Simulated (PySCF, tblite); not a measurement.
# LiH₄F₄+, an ion with solvent molecules: NMR shifts, interaction energy, infrared bands, spin-spin couplings and electronic excitations

Wanted: the NMR shifts, interaction energy, infrared bands, spin-spin couplings and electronic excitations for `[Li+]` with 4 × `F`.

Programs: tblite 0.8.0 and PySCF 2.14.0. All values are calculated, for the isolated system unless a continuum is named. Atoms count from 0, parts from 1.

### Step 1. The system as given

9 atoms, charge 1, multiplicity 1; geometry: rigid parts in contact. Parts: 1 = atom 0, `[Li+]`, charge 1; 2 = atoms 1–2, `F`, charge 0; 3 = atoms 3–4, `F`, charge 0; 4 = atoms 5–6, `F`, charge 0; 5 = atoms 7–8, `F`, charge 0.

### Step 2. Docking the parts with GFN2-xTB

What the job is given:

```
{"job": {"kind": "dock", "xc": "GFN2-xTB", "basis": "xTB"}, "charge": 1, "multiplicity": 1, "parts": [{"atoms": "0-0", "charge": 1, "multiplicity": 1}, {"atoms": "1-2", "charge": 0, "multiplicity": 1}, {"atoms": "3-4", "charge": 0, "multiplicity": 1}, {"atoms": "5-6", "charge": 0, "multiplicity": 1}, {"atoms": "7-8", "charge": 0, "multiplicity": 1}]}
Li     0.367254    -0.067198     0.989070
F     -0.805896    -1.495533     0.910582
H     -1.342834    -2.248353     0.747871
F      1.666150    -0.207251     2.310906
H      2.297933    -0.192567     3.001998
F     -0.413468     1.584723     1.272609
H     -0.827715     2.386471     1.533701
F      1.368084    -0.476531    -0.532020
H      1.924000    -0.884070    -1.170774
```

Level: GFN2-xTB search for minima from random contacts, gas phase.

Started as:

```sh
$ OMP_NUM_THREADS=1 python cluster_run.py task.json out
```

One launch serves the whole session: the jobs run in the order shown.

**Question.** The jobs that follow are: PBE0-D3(BJ)/def2-SVPD geometry optimisation, gas phase; GIAO PBE0/pcSseg-2 NMR shielding, non-relativistic, gas phase; wB97M-D3(BJ)/def2-TZVPD interaction energy, counterpoise and uncorrected, gas phase; PBE0-D3(BJ)/def2-TZVPD interaction energy, counterpoise and uncorrected, gas phase; PBE0-D3(BJ)/def2-SVPD harmonic vibrations by differences of gradients, gas phase; B3LYP/pcJ-1 indirect spin-spin coupling, non-relativistic, gas phase; TDDFT CAM-B3LYP/def2-SVPD, vertical, gas phase, core orbitals frozen in the response. Predict: binding energy (GFN2-xTB); point group; rotational constants (main isotopes); shieldings of H, Li, F (PBE0/pcSseg-2); largest proton shift on binding; interaction energy, counterpoise (wB97M-D3(BJ)/def2-TZVPD); superposition error; binding energy (with deformation); strongest single infrared mode (PBE0-D3(BJ)/def2-SVPD); largest coupling of the table (B3LYP/pcJ-1); lowest singlet (CAM-B3LYP/def2-SVPD); brightest single state of those computed; lowest triplet.

As calculated:

```
                                                   quantity                                                                                    value
                                  binding energy (GFN2-xTB)                             -108.9 kcal/mol (rough: tight binding is poor for bare ions)
                                                point group                                                                                       C1
                       rotational constants (main isotopes)                                                                     2.60, 2.45, 2.43 GHz
                     shieldings of H, Li, F (PBE0/pcSseg-2)  H4 26.2, H6 26.3, H8 26.3, H2 26.4, Li0 93.2, F7 412.9, F1 413.3, F5 414.0 ppm and more
                            largest proton shift on binding                                                                            H4, +2.99 ppm
 interaction energy, counterpoise (wB97M-D3(BJ)/def2-TZVPD)                                                                          -72.88 kcal/mol
                                        superposition error                                                                            0.25 kcal/mol
                          binding energy (with deformation)                                                                          -72.88 kcal/mol
     strongest single infrared mode (PBE0-D3(BJ)/def2-SVPD)                                                                                4053 cm⁻¹
                largest coupling of the table (B3LYP/pcJ-1)                                                             $^{1}J$(F,H) F3–H4, 584.4 Hz
                       lowest singlet (CAM-B3LYP/def2-SVPD)                                                             11.12 eV (111 nm), f = 0.001
                   brightest single state of those computed                                                             state 5, 11.26 eV, f = 0.126
                                             lowest triplet                                                                                 10.64 eV
range of the interaction energy over the runs of this table                                                                -73.75 to -72.88 kcal/mol
```

In the structure that the search hands on, at its xTB geometry, the leading contact, judged by the atoms' radii, is Li0···F5 (bond, 1.84 Å). Further contacts there: Li0···F3 (bond, 1.84 Å), Li0···F1 (bond, 1.84 Å). A later relaxation moves these distances. The start of the PBE0/def2-SVPD relaxation was shaken at random by about 0.01 Å, so part of the energy gained, and of the first lengths quoted, undoes that. The optimisation took 26 steps and gained 0.066 eV; among the close pairs (by a distance rule), Li0–F1 changed most, from 1.842 to 1.901 Å. On binding (GIAO PBE0/pcSseg-2 NMR shielding, non-relativistic, gas phase), H4 moves most among the protons, 2.99 ppm downfield. Of the attraction, electrostatic 70 %, orbital 28 %, dispersion 2 %; Pauli repulsion takes back 18.31 kcal/mol. Tight binding gave -108.9 kcal/mol, far from this level. At PBE0-D3(BJ)/def2-SVPD the lowest mode is imaginary (148i cm⁻¹), so the geometry is not a minimum there. Density functionals describe couplings to fluorine poorly, F–F couplings above all, so those rows are rough. The interaction energy runs from -73.75 (PBE0-D3(BJ)/def2-TZVPD) to -72.88 kcal/mol (wB97M-D3(BJ)/def2-TZVPD).
